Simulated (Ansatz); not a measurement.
I need the interaction energy of a dimer with the counterpoise correction of CF2, SMILES F[C]F. Use Ansatz's Python interface. Use (for the species named): r2SCAN, cc-pVDZ basis, multiplicity 1.

```xyz
3

F     0.3969    1.0328    0.3328
C     0.3268   -0.2722    0.1497
F    -0.7238   -0.7606   -0.4825
```

`run_dimer.py`
```python
from dataclasses import dataclass

import ansatz


@dataclass(frozen=True)
class Settings:
    basis_set: str = 'cc-pVDZ'
    functional: str = 'r2scan'


opts = Settings()

FIRST = [
    ('F', (0.3969, 1.0328, 0.3328)),
    ('C', (0.3268, -0.2722, 0.1497)),
    ('F', (-0.7238, -0.7606, -0.4825)),
]
SECOND = [
    ('F', (2.731, 0.6032, 3.2934)),
    ('C', (3.0809, 0.8455, 2.0443)),
    ('F', (3.5101, -0.1618, 1.3072)),
]

def energy(atoms, ghosts=()):
    molecule = ansatz.Crystal.molecule()
    for symbol, xyz in atoms:
        molecule = molecule.atom(symbol, xyz)
    calc = (
        molecule.calculation()
        .basis(gaussian=opts.basis_set)
        .functional(opts.functional)
    )
    deck = calc.input()
    if ghosts:
        deck = deck.set(ansatz.key.basis.gaussian.ghost_atoms, [{'symbol': s, 'position_ang': list(xyz)} for s, xyz in ghosts])
    return ansatz.Session.from_dict(deck).plan().execute().report['free_energy_ev']


def main() -> None:
    both = energy(FIRST + SECOND)
    alone = energy(FIRST) + energy(SECOND)
    ghosted = energy(FIRST, SECOND) + energy(SECOND, FIRST)
    print(f'dimer {both:.6f} eV')
    print(f'interaction, uncorrected   {(both - alone):8.3f} eV')
    print(f'interaction, counterpoise  {(both - ghosted):8.3f} eV')
    print(f'basis-set superposition    {(alone - ghosted):8.3f} eV')


if __name__ == '__main__':
    main()
```

Running `python run_dimer.py` prints:
```text
dimer -12930.432355 eV
interaction, uncorrected     -0.061 eV
interaction, counterpoise    -0.023 eV
basis-set superposition       0.038 eV
```

Uncorrected it is -0.061 eV, with the counterpoise correction -0.023 eV; the difference, 0.04 eV, is the superposition error.

The settings weren't tested for convergence. The dimer is a generated trial pose of unrelaxed monomers, not a minimum, so the figure is no binding energy, and the basis set is small. This level lacks the dispersion part of the attraction (electrostatics and induction are there), which can decide the sign where the interaction is weak. It ran for 6.5 s on 1 thread of Intel(R) Xeon(R) Processor @ 2.30GHz (shared host), peak memory 0.22 GiB.
